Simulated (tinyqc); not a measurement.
UKS/B3LYP (VWN-RPA form) in the sto-3g basis, for LiH+, spin multiplicity 2, step by step. One step of it, computed by the program tinyqc.

Problem. Iteration 2: building the Kohn-Sham matrix. J_ij = sum D_kl (ij|kl) with D = D(alpha) + D(beta), K_ij = sum D_kl (ik|jl) for each spin; F = H + J - 0.2 K(s) + V_xc; E = tr D H + tr D J / 2 - 0.1 sum_s tr D(s) K(s) + E_xc + E_nn.

D(alpha) after iteration 1, lower triangle:
```
            1Li 1s    1Li 2s   1Li 2px   1Li 2py   1Li 2pz     2H 1s
1Li 1s    0.984683
1Li 2s    0.027616  0.035487
1Li 2px   0.000000  0.000000  0.000000
1Li 2py   0.000000  0.000000  0.000000  0.000000
1Li 2pz  -0.013712  0.037428  0.000000  0.000000  0.041380
2H 1s    -0.073402  0.152636  0.000000  0.000000  0.169530  0.694857
```

D(beta) after iteration 1, lower triangle:
```
            1Li 1s     1Li 2s   1Li 2px   1Li 2py    1Li 2pz     2H 1s
1Li 1s    0.977773
1Li 2s    0.043015   0.001892
1Li 2px   0.000000   0.000000  0.000000
1Li 2py   0.000000   0.000000  0.000000  0.000000
1Li 2pz   0.002989   0.000132  0.000000  0.000000   0.000009
2H 1s    -0.005310  -0.000234  0.000000  0.000000  -0.000016  0.000029
```

core Hamiltonian H = T + V (hartree), lower triangle:
```
            1Li 1s     1Li 2s    1Li 2px    1Li 2py    1Li 2pz      2H 1s
1Li 1s   -4.670816
1Li 2s   -1.048414  -1.354533
1Li 2px   0.000000   0.000000  -1.101727
1Li 2py   0.000000   0.000000   0.000000  -1.101727
1Li 2pz  -0.010318  -0.099035   0.000000   0.000000  -1.178834
2H 1s    -0.124084  -0.474972   0.000000   0.000000  -0.633110  -1.260445
```

Two-electron integrals (ij|kl) in chemists' order, unique and non-zero (hartree):
```
(11|11) 1.680395   (21|11) 0.265420   (21|21) 0.049941   (22|11) 0.397727
(22|21) 0.092860   (22|22) 0.290562   (31|31) 0.008981   (32|31) 0.013788
(32|32) 0.064184   (33|11) 0.396640   (33|21) 0.092880   (33|22) 0.290497
(33|33) 0.312946   (41|41) 0.008981   (42|41) 0.013788   (42|42) 0.064184
(43|43) 0.016869   (44|11) 0.396640   (44|21) 0.092880   (44|22) 0.290497
(44|33) 0.279207   (44|44) 0.312946   (51|51) 0.008981   (52|51) 0.013788
(52|52) 0.064184   (53|53) 0.016869   (54|54) 0.016869   (55|11) 0.396640
(55|21) 0.092880   (55|22) 0.290497   (55|33) 0.279207   (55|44) 0.279207
(55|55) 0.312946   (61|11) 0.029281   (61|21) 0.005556   (61|22) 0.010591
(61|33) 0.010467   (61|44) 0.010467   (61|51) 0.000695   (61|52) 0.001355
(61|55) 0.010845   (61|61) 0.000682   (62|11) 0.096954   (62|21) 0.023045
(62|22) 0.080045   (62|33) 0.075517   (62|44) 0.075517   (62|51) 0.003625
(62|52) 0.024909   (62|55) 0.089026   (62|61) 0.003099   (62|62) 0.041098
(63|31) 0.001519   (63|32) 0.007839   (63|53) 0.003495   (63|63) 0.002399
(64|41) 0.001519   (64|42) 0.007839   (64|54) 0.003495   (64|64) 0.002399
(65|11) 0.128973   (65|21) 0.030886   (65|22) 0.110582   (65|33) 0.102968
(65|44) 0.102968   (65|51) 0.005580   (65|52) 0.038362   (65|55) 0.125705
(65|61) 0.004264   (65|62) 0.061290   (65|65) 0.092147   (66|11) 0.264558
(66|21) 0.063731   (66|22) 0.244663   (66|33) 0.223545   (66|44) 0.223545
(66|51) 0.010180   (66|52) 0.090467   (66|55) 0.286792   (66|61) 0.008736
(66|62) 0.162615   (66|65) 0.250008   (66|66) 0.774606
```

nuclear repulsion = 0.79416290 hartree

V_xc(alpha) (hartree), lower triangle:
```
            1Li 1s     1Li 2s    1Li 2px    1Li 2py    1Li 2pz      2H 1s
1Li 1s   -0.884127
1Li 2s   -0.114866  -0.117083
1Li 2px   0.000000   0.000000  -0.104188
1Li 2py   0.000000   0.000000   0.000000  -0.104188
1Li 2pz  -0.000281  -0.030460   0.000000   0.000000  -0.139590
2H 1s    -0.012788  -0.071776   0.000000   0.000000  -0.109862  -0.381091
```

V_xc(beta) (hartree), lower triangle:
```
            1Li 1s     1Li 2s    1Li 2px    1Li 2py    1Li 2pz      2H 1s
1Li 1s   -0.883290
1Li 2s   -0.115730  -0.113557
1Li 2px   0.000000   0.000000  -0.108986
1Li 2py   0.000000   0.000000   0.000000  -0.108986
1Li 2pz  -0.001177  -0.016587   0.000000   0.000000  -0.118853
2H 1s    -0.013005  -0.038759   0.000000   0.000000  -0.054549  -0.139995
```

E_xc = sum of w rho eps_xc = -1.63271472 hartree

Give: Coulomb J; exchange K(alpha); exchange K(beta); F(alpha); F(beta); total energy of this density.

Solution.

Coulomb J (hartree), lower triangle:
```
         1Li 1s  1Li 2s  1Li 2px  1Li 2py  1Li 2pz   2H 1s
1Li 1s   3.6190
1Li 2s   0.5962  1.0468
1Li 2px  0.0000  0.0000   1.0255
1Li 2py  0.0000  0.0000   0.0000   1.0255
1Li 2pz  0.0108  0.0878   0.0000   0.0000   1.0827
2H 1s    0.0675  0.3478   0.0000   0.0000   0.4925  1.2270
```

exchange K(alpha) (hartree), lower triangle:
```
          1Li 1s  1Li 2s  1Li 2px  1Li 2py  1Li 2pz   2H 1s
1Li 1s    1.6696
1Li 2s    0.2782  0.1253
1Li 2px   0.0000  0.0000   0.0176
1Li 2py   0.0000  0.0000   0.0000   0.0176
1Li 2pz  -0.0004  0.0941   0.0000   0.0000   0.1424
2H 1s     0.0315  0.1929   0.0000   0.0000   0.2715  0.6820
```

exchange K(beta) (hartree), lower triangle:
```
         1Li 1s  1Li 2s  1Li 2px  1Li 2py  1Li 2pz   2H 1s
1Li 1s   1.6657
1Li 2s   0.2784  0.0571
1Li 2px  0.0000  0.0000   0.0101
1Li 2py  0.0000  0.0000   0.0000   0.0101
1Li 2pz  0.0005  0.0002   0.0000   0.0000   0.0100
2H 1s    0.0321  0.0067   0.0000   0.0000   0.0009  0.0009
```

F(alpha) (hartree), lower triangle:
```
          1Li 1s   1Li 2s  1Li 2px  1Li 2py  1Li 2pz    2H 1s
1Li 1s   -2.2699
1Li 2s   -0.6228  -0.4499
1Li 2px   0.0000   0.0000  -0.1839
1Li 2py   0.0000   0.0000   0.0000  -0.1839
1Li 2pz   0.0003  -0.0605   0.0000   0.0000  -0.2642
2H 1s    -0.0756  -0.2375   0.0000   0.0000  -0.3047  -0.5509
```

F(beta) (hartree), lower triangle:
```
          1Li 1s   1Li 2s  1Li 2px  1Li 2py  1Li 2pz    2H 1s
1Li 1s   -2.2683
1Li 2s   -0.6237  -0.4328
1Li 2px   0.0000   0.0000  -0.1872
1Li 2py   0.0000   0.0000   0.0000  -0.1872
1Li 2pz  -0.0008  -0.0279   0.0000   0.0000  -0.2170
2H 1s    -0.0760  -0.1673   0.0000   0.0000  -0.1953  -0.1736
```

total energy of this density = -7.674441 hartree
